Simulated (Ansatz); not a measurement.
α-phase Ga, treated with r²SCAN+rVV10 (plane waves, PAW; Ansatz, a quantum-chemistry and plane-wave program).

The input as run:

Ansatz 0.2 input:
```yaml
crystal:
  lattice:
    - [2.192886442, -3.7319827954, 0.0]
    - [2.192886442, 3.7319827954, 0.0]
    - [0.0, 0.0, 4.4409832625]
  atoms:
    - { symbol: Ga, position: [0.1557685109, 0.8442314891, 0.9150450964] }
    - { symbol: Ga, position: [0.3442314891, 0.6557685109, 0.4150450964] }
    - { symbol: Ga, position: [0.6557685109, 0.3442314891, 0.5849549036] }
    - { symbol: Ga, position: [0.8442314891, 0.1557685109, 0.0849549036] }
basis:
  ecutwfc: 560
  ecutrho_ratio: 4
  xc_grid: 3
kpoints:
  mp_grid: { grid: [14, 14, 12] }
hamiltonian:
  xc: r2scan
  dispersion: rvv10
  pseudopotentials: { kind: paw }
scf:
  occupations: { method: fermi_dirac, width: 0.05 }
output:
  forces: true
  stress: true
  eigenvalues: true
relax:
  f_tol: 0.004
  escape_saddle: false
  max_steps: 80
  cell: { stress_tol: 0.02, fix: [volume] }
```

Excerpt of the program's output:

```
Relaxation: its limit of steps is 80 (relax.max_steps)
Crystal: 4 atoms, lattice volume = 72.688 Å³
Basis set: ecut = 560 eV, 2175 PW (Γ), exchange–correlation on 108×108×108 points (27 copies of the dense FFT grid, shifted against one another)
Bands: 32, of which v1, the nominal top of the filled ones, is band 26 counted from 1 (25 counted from 0)
Symmetry: 8 space group operations
Space group: Cmce (ITA 64), of the structure as read, at distance tolerance 4.2e-5 Å
k-points: 399 of 2352
Functional: x = r2scan, c = r2scan + rvv10(b = 11.95, C = 0.0093); τ floored in thin density (d = 2e-4 eV/Å³)
SCF iter   1: F=—  HF=-15156.363247 eV  |F-HF|=—  |Δ(HF+E_count)|=         —  Δρ=1.10e-2  dr2=3.63e-2  dr2_τ=6.43e-3
SCF iter   2: F=—  HF=-15156.399196 eV  |F-HF|=—  |Δ(HF+E_count)|=   3.59e-2  Δρ=3.17e-3  dr2=4.44e-3  dr2_τ=1.06e-4
  ...
SCF 1 converged in 7 iterations: F = -15156.398412 eV  dr2 = 1.52e-8
Crystal: 4 atoms, lattice volume = 72.688 Å³
Basis set: ecut = 560 eV, 2179 PW (Γ), exchange–correlation on 108×108×108 points (27 copies of the dense FFT grid, shifted against one another)
Initial density: handed on by an earlier stage of this run
SCF 2 converged in 5 iterations: F = -15156.398562 eV  dr2 = 3.68e-8
Crystal: 4 atoms, lattice volume = 72.688 Å³
SCF 3 converged in 4 iterations: F = -15156.398605 eV  dr2 = 1.90e-8
Crystal: 4 atoms, lattice volume = 72.688 Å³
SCF 4 converged in 6 iterations: F = -15156.398610 eV  dr2 = 6.71e-10
Crystal: 4 atoms, lattice volume = 72.688 Å³
SCF 5 converged in 5 iterations: F = -15156.398612 eV  dr2 = 5.59e-10
Crystal: 4 atoms, lattice volume = 72.688 Å³
SCF iter   5: F=—  HF=-15156.398616 eV  |F-HF|=—  |Δ(HF+E_count)|=  8.73e-11  Δρ=1.59e-7  dr2=1.15e-11  dr2_τ=6.25e-13
SCF iter   6: F=-15156.398616 eV  HF=-15156.398616 eV  |F-HF|=3.64e-12  |Δ(HF+E_count)|=  1.82e-11  Δρ=6.12e-8  dr2=1.70e-12  dr2_τ=2.63e-14
SCF 6 converged in 6 iterations: F = -15156.398616 eV  dr2 = 1.70e-12
SCF converged after 6 iterations
Free energy (F): -15156.398616 eV
Internal energy: -15156.393940 eV  (E = F + TS)
E sigma→0 (E₀):  -15156.396278 eV
Fermi energy:    9.912895 eV
--- Forces (eV/Å), atoms counted from 1 ---
  atom   1  Ga    -0.00000000     0.00078091    -0.00020579
  atom   2  Ga     0.00000000    -0.00078091    -0.00020579
  atom   3  Ga    -0.00000000     0.00078091     0.00020579
  atom   4  Ga     0.00000000    -0.00078091     0.00020579
--- Stress (GPa, compression-positive) ---
        3.012121       0.000000       0.000000
        0.000000       3.012550       0.000000
        0.000000       0.000000       3.008750
  P = ⅓ Tr σ = 3.0111 GPa (30.111 kbar)
```

The cell is one volume of an energy–volume scan, off the minimum.

The PAW data were made under PBE.
